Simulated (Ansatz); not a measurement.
A made-up structure of AlSiNH4, closed shell:

```csv
atom,x (Å),y (Å),z (Å)
N1,-0.3547,-0.0416,-0.8174
Al2,0.5017,-1.3608,0.0014
Si3,0.0277,0.7800,0.6955
H4,1.2108,-2.6944,0.1726
H5,0.8913,-2.8499,-0.3488
H6,-1.1412,1.2117,1.5181
H7,0.9214,1.9709,0.5847
```

It is relaxed with PBE-D4/def2-SVP and then PBE0-D4/def2-TZVP (Ansatz 0.2.0). Atoms count as bonded within 1.22 times the sum of their covalent radii (H–H: 0.88 Å). The end point is not checked to be a true minimum.

Q: Does its bonding change? (A judgement: the text doesn't fix the answer.)

A: By the calculation: Yes. Formed: none; broken: Al2–Si3, Al2–H4, Al2–H5.

Where it ends: The first stage lowers the energy by 4.20 eV in 20 steps. It ends as a complex of AlSiNH₂ ([Al][N][SiH2]) + H₂:
N1  (0.386, 0.091, 1.173)
Al2  (1.071, -1.473, 1.659)
Si3  (-0.226, 1.476, 0.723)
H4  (1.038, -3.654, -1.005)
H5  (0.898, -3.860, -1.709)
H6  (-1.633, 1.897, 0.959)
H7  (0.524, 2.541, 0.006)
(Å)

Labels in which every atom is bracketed show which atoms are joined, not bond orders.

For scale, one of the runs: PBE0-D4/def2-TZVP relaxation, 129 basis functions, launched by `ansatz run in.yaml --threads 2 --pin off --events-out ev --progress --plain --max-ram 4352MiB`. Hardware: 2 CPU threads of an Intel Xeon Platinum 8259CL, shared host. Wall time about 22 s.
